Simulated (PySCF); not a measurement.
Results of MP2 (PySCF, GTH pseudopotentials, Gaussian basis) for zinc-blende CdSe.

The same calculation (at a fixed cell, not relaxed at this level and not confirmed as the measured one, 27.708 Å³/atom) with different numerical settings; throughout: k mesh 2×2×2:

| run | basis | correlation energy (eV/atom) | total energy (eV/atom) |
|---|---|---|---|
| 1 | DZ | -5.9673 | -770.9387 |
| 2 | TZ | -9.7084 | -774.9122 |
| 3 | QZ | -10.9505 | -776.1890 |

In the column total energy (eV/atom) the first row differs from the last by +5.2503 and the next to last by +1.2768.

The last row is no converged limit: other settings stay fixed.
